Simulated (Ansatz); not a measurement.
What a trial cell of Cl relaxes into

Computed with DFT PBEsol, scalar-relativistic, plane waves, PAW in Ansatz. Cutoff 420 eV, Γ-centred k mesh, Gaussian smearing, no spin polarisation in the final step.

Cl was placed on the graphite structure type (P6_3/mmc, No. 194), at a guessed volume.

```
Cl
1.0
     3.73253    0.00000    0.00000
    -1.86627    3.23247    0.00000
     0.00000    0.00000   10.16585
Cl
4
Cartesian
  0.0000 0.0000 2.5415
  0.0000 0.0000 7.6244
  0.0000 2.1550 7.6244
  1.8663 1.0775 2.5415
```

Cell and atoms relax at zero pressure; the relaxation can't lower the symmetry of the start. After a coarse first stage the cell is made exact in the group found at 0.06 Å.

Energies count from the standard state of Cl at the same level (the diatomic molecule).

Q: Describe the relaxed structure.

A: It keeps P6_3/mmc (No. 194), but not the shape of the type it started on. Conventional cell: a = 4.403 Å, c = 7.900 Å. Cl on Wyckoff site b (2 atoms of the primitive cell) is coordinated by 3 Cl at 2.54 Å; Cl on Wyckoff site d (2 atoms of the primitive cell) has 3 Cl at 2.54 Å.

```xyz
4
Lattice="4.4026 0.0000 0.0000 -2.2013 3.8127 0.0000 0.0000 0.0000 7.9002" Properties=species:S:1:pos:R:3 pbc="T T T"
Cl    0.0000    0.0000    1.9750
Cl    0.0000    0.0000    5.9251
Cl    0.0000    2.5418    5.9251
Cl    2.2013    1.2709    1.9750
```

Q: What are its volume, energy, density and gap?

A: The volume per atom is 33.2 Å³. The density is 1.8 g/cm³. The energy over the standard structure is 0.43 eV/atom and the gap on the 12×12×6 mesh is 0 eV (a metal).

The final run used a 12×12×6 mesh on its 4-atom cell and 0.10 eV smearing. The k mesh leaves about 4 meV/atom of noise in metals. Weakly bound directions are ill-defined at this level, which has no dispersion term. Symmetry constrained the relaxation, so the result can be a saddle point.